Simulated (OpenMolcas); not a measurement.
## LiF⁻ at 1.674 Å: OpenMolcas input and output

Input (each module block was a call of its own in one work directory; start orbitals came from a preliminary run):

```
&GATEWAY
Coord
2
angstrom
F 0.0 0.0 0.0
Li 0.0 0.0 1.6740
Basis=ANO-RCC-VTZP
Group=XY
RX2C
AMFI
ANGMom
0.0 0.0 0.0
RICD
&SEWARD
&GUESSORB
* RASSCF and CASPT2 blocks for each multiplicity and irrep, as for the first:
&RASSCF
FileOrb=$CurrDir/o21.orb
Symmetry=1
Spin=2
nActEl=7 0 0
Inactive=3 0
RAS2=3 4
CIRoot=7 7 1
Linear
Iterations=120 100
OrbListing=Nothing
PRWF=0.15
>>COPY $Project.RasOrb $CurrDir/o21.orb
>>COPY $Project.rasscf.h5 $CurrDir/r21.h5
&CASPT2
XMultistate=all
Imaginary=0.2
IPEA=0.25
MaxIter=40
>>COPY $Project.JobMix JOB001
&RASSI
Nr of JobIphs=4 7 8 5 4
1 2 3 4 5 6 7
1 2 3 4 5 6 7 8
1 2 3 4 5
1 2 3 4
SpinOrbit
EJob
Omega
MEES
MESO
Properties=4
'AngMom' 3 'Mltpl  1' 1 'Mltpl  1' 2 'Mltpl  1' 3
Thrs=1.0d-4
>>COPY $Project.rassi.h5 $CurrDir/so.h5
```

```bash
pymolcas m.inp
```

C2 symmetry about the axis (a holds Σ, Δ, Γ; b holds Π, Φ, H; Σ⁺ and Σ⁻ are not told apart); roots by multiplicity and irrep: 2a 7, 2b 8, 4a 5, 4b 4.

RASSI part of the output, in excerpt:

```
SPIN-FREE ENERGIES:
  (Shifted by EMIN (a.u.) =       -107.3536560098)
 SF State       Relative EMIN(au)   Rel lowest level(eV)    D:o, cm**(-1)      Abs_M
     1             0.0000000000        0.0000000000              0.0000         0.0
     8             0.0487446433        1.3264093162          10698.2126         1.0
     9             0.0487446452        1.3264093691          10698.2130         1.0
     2             0.0971299874        2.6430416041          21317.5682         0.0
    10             0.2213220670        6.0224802496          48574.5791         1.0
    11             0.2213220670        6.0224802496          48574.5791         1.0
     3             0.2400827241        6.5329837378          52692.0674         0.0
    16             0.2477082837        6.7404857846          54365.6843         0.0
    17             0.2512383586        6.8365440147          55140.4461         2.0
    18             0.2512531152        6.8369455640          55143.6848         2.0
     4             0.2518696767        6.8537230577          55279.0045         2.0
     5             0.2518951497        6.8544162113          55284.5951         2.0
     6             0.2537298334        6.9043404999          55687.2617         0.0
    19             0.2541846549        6.9167168213          55787.0834         0.0
    13             0.2602509885        7.0817901678          57118.4898         1.0
    12             0.2602509885        7.0817901678          57118.4898         1.0
    21             0.2606257763        7.0919886646          57200.7462         1.0
    22             0.2606257763        7.0919886646          57200.7462         1.0
    14             0.2647672132        7.2046829044          58109.6865         1.0
    15             0.2647672132        7.2046829044          58109.6865         1.0
    23             0.2675653418        7.2808238628          58723.8048         1.0
    24             0.2675653431        7.2808238969          58723.8050         1.0
    20             0.2785715556        7.5803181954          61139.3895         0.0
     7             0.2786964071        7.5837155791          61166.7912         0.0
++ Dipole transition strengths (spin-free states):
     for osc. strength at least  1.00000000E-05
      From   To        Osc. strength     Einstein coefficients Ax, Ay, Az (sec-1)    Total A (sec-1)
         1    8       1.60995826E-01  1.44575949E+02  1.22906311E+07  0.00000000E+00  1.22907757E+07
         1    9       1.60995831E-01  1.22906325E+07  1.44576058E+02  0.00000000E+00  1.22907771E+07
         1    2       8.86851879E-02  0.00000000E+00  0.00000000E+00  2.68824371E+07  2.68824371E+07
         1   10       4.70254436E-02  4.35983801E+06  6.96506416E+07  0.00000000E+00  7.40104797E+07
         1   11       4.70254438E-02  6.96506421E+07  4.35983797E+06  0.00000000E+00  7.40104801E+07
         1    3       4.29014032E-03  0.00000000E+00  0.00000000E+00  7.94518841E+06  7.94518841E+06
         1   13       1.20749889E-01  2.55107216E+08  7.66678838E+06  0.00000000E+00  2.62774004E+08
         1   12       1.20749886E-01  7.66678819E+06  2.55107208E+08  0.00000000E+00  2.62773996E+08
         1   14       1.24794018E-02  5.92700969E+04  2.80489316E+07  0.00000000E+00  2.81082016E+07
         1   15       1.24794033E-02  2.80489349E+07  5.92701198E+04  0.00000000E+00  2.81082050E+07
         1    7       9.12662554E-03  0.00000000E+00  0.00000000E+00  2.27763357E+07  2.27763357E+07
         8    2       9.12643760E-02  1.06041985E+02  6.86488287E+06  0.00000000E+00  6.86498892E+06
         8   10       6.71730144E-04  0.00000000E+00  0.00000000E+00  6.42796767E+05  6.42796767E+05
         8   11       5.57078073E-05  0.00000000E+00  0.00000000E+00  5.33083094E+04  5.33083094E+04
         8    3       2.83198344E-04  1.40901962E+00  3.33121439E+05  0.00000000E+00  3.33122848E+05
         8    4       7.71506383E-02  9.82996722E+07  3.97716898E+06  0.00000000E+00  1.02276841E+08
         8    5       7.71603516E-02  3.97865488E+06  9.83367199E+07  0.00000000E+00  1.02315375E+08
         8    6       7.30647912E-02  9.86415931E+07  8.91022227E+02  0.00000000E+00  9.86424841E+07
         8   13       1.00994889E-05  0.00000000E+00  0.00000000E+00  1.45163384E+04  1.45163384E+04
         8   12       1.98308133E-04  0.00000000E+00  0.00000000E+00  2.85035012E+05  2.85035012E+05
         8   14       3.02106771E-02  0.00000000E+00  0.00000000E+00  4.52970165E+07  4.52970165E+07
         8   15       1.41188778E-04  0.00000000E+00  0.00000000E+00  2.11694375E+05  2.11694375E+05
         8    7       1.73274029E-02  2.77216060E+02  2.94383699E+07  0.00000000E+00  2.94386471E+07
         9    2       9.12643705E-02  6.86488191E+06  1.06042165E+02  0.00000000E+00  6.86498795E+06
         9   10       5.57078135E-05  0.00000000E+00  0.00000000E+00  5.33083142E+04  5.33083142E+04
         9   11       6.71730289E-04  0.00000000E+00  0.00000000E+00  6.42796891E+05  6.42796891E+05
         9    3       2.83197208E-04  3.33120096E+05  1.40878266E+00  0.00000000E+00  3.33121505E+05
         9    4       7.71507110E-02  3.97716914E+06  9.82997664E+07  0.00000000E+00  1.02276936E+08
         9    5       7.71603630E-02  9.83367130E+07  3.97867496E+06  0.00000000E+00  1.02315388E+08
         9    6       7.30647079E-02  8.91272625E+02  9.86414785E+07  0.00000000E+00  9.86423698E+07
         9   13       1.98308145E-04  0.00000000E+00  0.00000000E+00  2.85035024E+05  2.85035024E+05
         9   12       1.00994859E-05  0.00000000E+00  0.00000000E+00  1.45163338E+04  1.45163338E+04
         9   14       1.41188767E-04  0.00000000E+00  0.00000000E+00  2.11694355E+05  2.11694355E+05
         9   15       3.02106783E-02  0.00000000E+00  0.00000000E+00  4.52970175E+07  4.52970175E+07
         9    7       1.73274033E-02  2.94383700E+07  2.77217933E+02  0.00000000E+00  2.94386472E+07
         2   10       5.74333988E-03  1.71671368E+05  2.67451412E+06  0.00000000E+00  2.84618548E+06
         2   11       5.74333991E-03  2.67451413E+06  1.71671366E+05  0.00000000E+00  2.84618550E+06
         2    3       1.44117728E-03  0.00000000E+00  0.00000000E+00  9.46266006E+05  9.46266006E+05
         2   13       5.20159484E-02  4.31869485E+07  1.28305464E+06  0.00000000E+00  4.44700032E+07
         2   12       5.20159468E-02  1.28305468E+06  4.31869471E+07  0.00000000E+00  4.44700017E+07
         2   14       5.87862336E-05  6.04331844E+02  5.24752447E+04  0.00000000E+00  5.30795766E+04
         2   15       5.87861929E-05  5.24752087E+04  6.04331078E+02  0.00000000E+00  5.30795397E+04
         2    7       1.10432875E-02  0.00000000E+00  0.00000000E+00  1.16971571E+07  1.16971571E+07
        10    3       1.13839348E-04  7.31037473E+01  1.21425438E+03  0.00000000E+00  1.28735812E+03
        10    4       6.56578770E-04  1.60055912E+04  3.68016880E+03  0.00000000E+00  1.96857600E+04
        10    5       6.57124546E-04  3.68938057E+03  1.60456151E+04  0.00000000E+00  1.97349956E+04
        10    6       2.62087623E-04  8.30749226E+03  5.36647469E+02  0.00000000E+00  8.84413973E+03
        10   12       1.15629470E-04  0.00000000E+00  0.00000000E+00  5.63020442E+03  5.63020442E+03
        10   14       1.62586411E-04  0.00000000E+00  0.00000000E+00  9.86001678E+03  9.86001678E+03
        10    7       6.35064615E-03  3.88961318E+04  6.32786634E+05  0.00000000E+00  6.71682765E+05
        11    3       1.13839300E-04  1.21425378E+03  7.31037965E+01  0.00000000E+00  1.28735757E+03
        11    4       6.56579125E-04  3.68016793E+03  1.60056028E+04  0.00000000E+00  1.96857707E+04
        11    5       6.57124895E-04  1.60456204E+04  3.68938569E+03  0.00000000E+00  1.97350061E+04
        11    6       2.62087068E-04  5.36645592E+02  8.30747543E+03  0.00000000E+00  8.84412102E+03
        11   13       1.15629486E-04  0.00000000E+00  0.00000000E+00  5.63020515E+03  5.63020515E+03
        11   15       1.62586424E-04  0.00000000E+00  0.00000000E+00  9.86001756E+03  9.86001756E+03
        11    7       6.35064632E-03  6.32786654E+05  3.88961296E+04  0.00000000E+00  6.71682784E+05
         3   13       3.65189683E-05  4.63169924E+02  1.41025986E+01  0.00000000E+00  4.77272522E+02
         3   12       3.65190728E-05  1.41025243E+01  4.63171363E+02  0.00000000E+00  4.77273888E+02
         3    7       2.10108028E-04  0.00000000E+00  0.00000000E+00  1.00655146E+04  1.00655146E+04
        16   21       3.24750867E-03  1.35506892E+00  1.74094015E+04  0.00000000E+00  1.74107566E+04
        16   22       3.24752164E-03  1.74094711E+04  1.35499784E+00  0.00000000E+00  1.74108261E+04
        16   23       4.95353327E-05  6.25414470E+02  2.14629195E+00  0.00000000E+00  6.27560762E+02
        16   24       4.95355933E-05  2.14630013E+00  6.25417841E+02  0.00000000E+00  6.27564142E+02
        16   20       4.02708573E-04  0.00000000E+00  0.00000000E+00  1.23249648E+04  1.23249648E+04
        17   21       2.36366957E-03  1.87185858E+03  4.82066540E+03  0.00000000E+00  6.69252398E+03
        17   22       2.36366009E-03  4.82064120E+03  1.87185592E+03  0.00000000E+00  6.69249712E+03
        17   23       6.09148729E-05  4.01303468E+02  1.20426906E+02  0.00000000E+00  5.21730374E+02
        17   24       6.09146092E-05  1.20426493E+02  4.01301702E+02  0.00000000E+00  5.21728195E+02
        18   21       2.35994876E-03  4.79795027E+03  1.86304741E+03  0.00000000E+00  6.66099768E+03
        18   22       2.35994971E-03  1.86303989E+03  4.79796046E+03  0.00000000E+00  6.66100036E+03
        18   23       6.08596361E-05  1.20100666E+02  4.00214789E+02  0.00000000E+00  5.20315455E+02
        18   24       6.08597341E-05  4.00216114E+02  1.20100259E+02  0.00000000E+00  5.20316373E+02
         4   13       3.50238160E-03  1.05853709E+03  6.84639842E+03  0.00000000E+00  7.90493551E+03
         4   12       3.50238483E-03  6.84640625E+03  1.05853654E+03  0.00000000E+00  7.90494280E+03
         4   14       4.21751126E-05  2.02300118E+02  2.31137669E+01  0.00000000E+00  2.25413884E+02
         4   15       4.21752283E-05  2.31137425E+01  2.02300761E+02  0.00000000E+00  2.25414503E+02
         5   13       3.49173360E-03  6.78415803E+03  1.04891343E+03  0.00000000E+00  7.83307147E+03
         5   12       3.49173540E-03  1.04891656E+03  6.78415895E+03  0.00000000E+00  7.83307551E+03
         5   14       4.20919198E-05  2.29769345E+01  2.01104547E+02  0.00000000E+00  2.24081482E+02
         5   15       4.20919690E-05  2.01104598E+02  2.29771461E+01  0.00000000E+00  2.24081744E+02
         6   13       2.97206110E-03  1.17803699E+02  3.94305300E+03  0.00000000E+00  4.06085670E+03
         6   12       2.97205746E-03  3.94304844E+03  1.17803295E+02  0.00000000E+00  4.06085174E+03
         6   14       2.93189924E-04  1.14570244E+03  1.90114677E+00  0.00000000E+00  1.14760359E+03
         6   15       2.93189822E-04  1.90113669E+00  1.14570205E+03  0.00000000E+00  1.14760319E+03
        19   21       1.63339756E-03  2.17717187E+03  1.65673395E-01  0.00000000E+00  2.17733754E+03
        19   22       1.63339699E-03  1.65704293E-01  2.17717107E+03  0.00000000E+00  2.17733677E+03
        19   23       1.21677501E-04  2.29480572E+00  6.97672870E+02  0.00000000E+00  6.99967676E+02
        19   24       1.21677434E-04  6.97672662E+02  2.29476437E+00  0.00000000E+00  6.99967426E+02
        13   15       1.11874147E-04  0.00000000E+00  0.00000000E+00  7.33148106E+01  7.33148106E+01
        13    7       2.69429525E-04  2.88707312E+03  5.82510578E+01  0.00000000E+00  2.94532417E+03
        12   14       1.11874145E-04  0.00000000E+00  0.00000000E+00  7.33148095E+01  7.33148095E+01
        12    7       2.69429487E-04  5.82511072E+01  2.88707265E+03  0.00000000E+00  2.94532376E+03
        21   20       2.63442482E-04  3.32062581E-01  2.72563958E+03  0.00000000E+00  2.72597165E+03
        22   20       2.63442441E-04  2.72563916E+03  3.32062227E-01  0.00000000E+00  2.72597122E+03
        14    7       6.07106004E-03  1.45245931E+02  3.77013983E+04  0.00000000E+00  3.78466442E+04
        15    7       6.07105950E-03  3.77013949E+04  1.45245921E+02  0.00000000E+00  3.78466409E+04
        23   20       6.05271351E-03  2.34869278E+04  7.09891051E+01  0.00000000E+00  2.35579169E+04
        24   20       6.05271246E-03  7.09890804E+01  2.34869183E+04  0.00000000E+00  2.35579074E+04
 Electric-quadrupole - electric-quadrupole not included
 Electric-dipole - electric-octupole not included
 Electric-dipole - magnetic-quadrupole not included
   Eigenvalues of complex Hamiltonian:
  (Shifted by EMIN (a.u.) =       -107.3536560098)
 SO State       Relative EMIN(au)   Rel lowest level(eV)    D:o, cm**(-1)      Omega
     1            -0.0000009171        0.0000000000              0.0000         0.5
     2            -0.0000009171        0.0000000000              0.0000         0.5
     3             0.0486582188        1.3240825408          10679.4459         0.5
     4             0.0486582188        1.3240825408          10679.4459         0.5
     5             0.0488309293        1.3287822334          10717.3515         1.5
     6             0.0488309293        1.3287822334          10717.3515         1.5
     7             0.0971294057        2.6430507293          21317.6418         0.5
     8             0.0971294057        2.6430507293          21317.6418         0.5
     9             0.2207351735        6.0065350197          48445.9721         1.5
    10             0.2207351735        6.0065350197          48445.9721         1.5
    11             0.2218717210        6.0374620526          48695.4155         0.5
    12             0.2218717210        6.0374620526          48695.4155         0.5
    13             0.2401194142        6.5340070783          52700.3212         0.5
    14             0.2401194142        6.5340070783          52700.3212         0.5
    15             0.2476327487        6.7384553267          54349.3075         1.5
    16             0.2476327487
```

Only roots inside an energy window near the equilibrium distance were included, so the list of states is not complete; labels number the states computed. Each spin and symmetry block has orbitals of its own, averaged over its own roots, so gaps between blocks are less sure than gaps within one and near the minimum can be off by tenths of an eV, in bad cases by more. No Rydberg orbitals are active, so Rydberg states, and σ→σ* states whose orbital the CASSCF left unused, can be missing between those listed. CASPT2 splits the two components of degenerate states numerically, here by up to 6 cm⁻¹. For an anion, states above the electron-detachment threshold (often below 1 to 3 eV) are held by the basis set and are not bound levels. The CASPT2 reference weights are uneven, so some states carry less reliable energies.
